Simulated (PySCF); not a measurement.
Threshold energies of PH in a plasma

PBE0 in PySCF with def2-TZVP on every atom, for the lowest determinant that a PBE0 search found; no spin–orbit coupling.

| species | state (unpaired electrons) | Re (Å) | ωe (cm⁻¹) | energy of the minimum from the neutral (eV) | De (eV) | dissociates to |
| --- | --- | --- | --- | --- | --- | --- |
| PH | triplet (π ↑↑) | 1.428 | 2374 | 0.00 | 3.20 | P + H |
| PH⁺ | doublet (π ↑) | 1.434 | 2373 | 10.28 | 3.46 | P⁺ + H |

**Question.** Work out the lowest energy to break PH into atoms, from its vibrational ground state.

**Answer.** D0 = De − ωe/2 = 3.20 − 0.15 = 3.05 eV (PBE0/def2-TZVP).

**Question.** Work out the ionisation energy of the P atom at this level and the threshold of dissociative ionisation.

**Answer.** IE(P) = 10.28 + 3.46 − 3.20 = 10.54 eV, so P⁺ + H + e⁻ appears at D0 + IE(P) = 13.59 eV (PBE0/def2-TZVP). The measured IE(P) is 10.487 eV (NIST ASD).

These are thermodynamic thresholds; the onsets seen under electron impact lie higher where the geometry changes, and cross-sections peak well above them.

For an ion De counts to the pair picked by the measured ionisation energies or electron affinities, which need not be the lowest pair at this level. States were picked by a PBE0 search and need not be the measured ground states.
